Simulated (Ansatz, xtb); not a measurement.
## BH6NSi: which of two isomers lies lower

Structure a is `NB[SiH3]`, a singlet and structure b is `[BH2-]1[NH2+][SiH2]1`, a singlet. Both are isolated molecules in the gas phase, relaxed with r2SCAN-D4/def2-SVP; the shapes shown needn't be the lowest conformers.

a (Å):

```json
{"atom": "B", "x (Å)": "-1.4498", "y (Å)": "-0.5557", "z (Å)": "-0.5353"}
{"atom": "N", "x (Å)": "-0.3889", "y (Å)": "-0.2982", "z (Å)": "0.3278"}
{"atom": "Si", "x (Å)": "-1.2860", "y (Å)": "-1.9321", "z (Å)": "-2.0068"}
{"atom": "H", "x (Å)": "0.5076", "y (Å)": "-0.7705", "z (Å)": "0.2759"}
{"atom": "H", "x (Å)": "-0.4355", "y (Å)": "0.3853", "z (Å)": "1.0770"}
{"atom": "H", "x (Å)": "-2.4713", "y (Å)": "0.0760", "z (Å)": "-0.3700"}
{"atom": "H", "x (Å)": "0.0641", "y (Å)": "-2.5918", "z (Å)": "-2.0229"}
{"atom": "H", "x (Å)": "-2.3093", "y (Å)": "-3.0184", "z (Å)": "-1.8617"}
{"atom": "H", "x (Å)": "-1.4972", "y (Å)": "-1.3201", "z (Å)": "-3.3593"}
```

b (Å):

```tsv
atom	x (Å)	y (Å)	z (Å)
B	-1.6064	-0.8892	-0.0201
N	-0.2359	-1.3137	-0.7334
Si	-1.6265	-1.0356	-2.0031
H	-1.5798	0.2318	0.4314
H	-2.1270	-1.7957	0.5867
H	0.1038	-2.2616	-0.5799
H	0.5381	-0.6523	-0.7032
H	-1.7022	-2.3284	-2.7516
H	-1.0738	0.0000	-2.9300
```

Quicker runs give these differences E(b) − E(a): GFN2-xTB +0.401 eV; HF/STO-3G +0.860 eV (at GFN2-xTB geometries); r2SCAN-D4/def2-SVP//GFN2-xTB +0.827 eV.

Estimate E(b) − E(a) at the level CCSD(T)/def2-TZVP.

Calculated at CCSD(T)/def2-TZVP: E(b) − E(a) = +0.835 eV, so structure a lies lower.

How the difference moves with the method:

```json
{"level": "GFN2-xTB", "geometry": "GFN2-xTB", "E(b) − E(a) (eV)": "+0.401", "departure from the last row (eV)": "−0.435", "job, with rough time for the two": "optimisation, 0.47 s"}
{"level": "HF/STO-3G", "geometry": "GFN2-xTB", "E(b) − E(a) (eV)": "+0.860", "departure from the last row (eV)": "+0.025", "job, with rough time for the two": "single point, 1.4 s"}
{"level": "r2SCAN-D4/def2-SVP//GFN2-xTB", "geometry": "GFN2-xTB", "E(b) − E(a) (eV)": "+0.827", "departure from the last row (eV)": "−0.008", "job, with rough time for the two": "single point, 9.6 s"}
{"level": "r2SCAN-D4/def2-SVP", "geometry": "r2SCAN-D4/def2-SVP", "E(b) − E(a) (eV)": "+0.807", "departure from the last row (eV)": "−0.028", "job, with rough time for the two": "optimisation, 88 s"}
{"level": "HF/def2-TZVP", "geometry": "r2SCAN-D4/def2-SVP", "E(b) − E(a) (eV)": "+1.258", "departure from the last row (eV)": "+0.423", "job, with rough time for the two": "part of the CCSD(T) run"}
{"level": "MP2/def2-TZVP", "geometry": "r2SCAN-D4/def2-SVP", "E(b) − E(a) (eV)": "+0.782", "departure from the last row (eV)": "−0.053", "job, with rough time for the two": "part of the CCSD(T) run"}
{"level": "CCSD(T)/def2-TZVP", "geometry": "r2SCAN-D4/def2-SVP", "E(b) − E(a) (eV)": "+0.835", "departure from the last row (eV)": "", "job, with rough time for the two": "single point, 56 s"}
```

As drawn, b has 1 N–Si, 1 B–H in place of 1 Si–H. Structure a has no ring, b a 3-membered ring.

None of the levels shown reverses the order. The largest departure from CCSD(T)/def2-TZVP is that of GFN2-xTB, 0.435 eV.

With harmonic frequencies from r2SCAN-D4/def2-SVP (ideal gas, rigid rotor, one conformer each, 400 K, 1 atm): on the last row, ΔE + ΔZPE = +0.870, ΔH = +0.848, ΔG = +0.923 eV.

The correlated steps freeze 7 core orbitals. Codes used: Ansatz 0.2.0, xtb 6.7.1; the last row on 1 thread of Intel(R) Xeon(R) Processor @ 2.50GHz (Skylake/Cascade Lake) on a shared host.
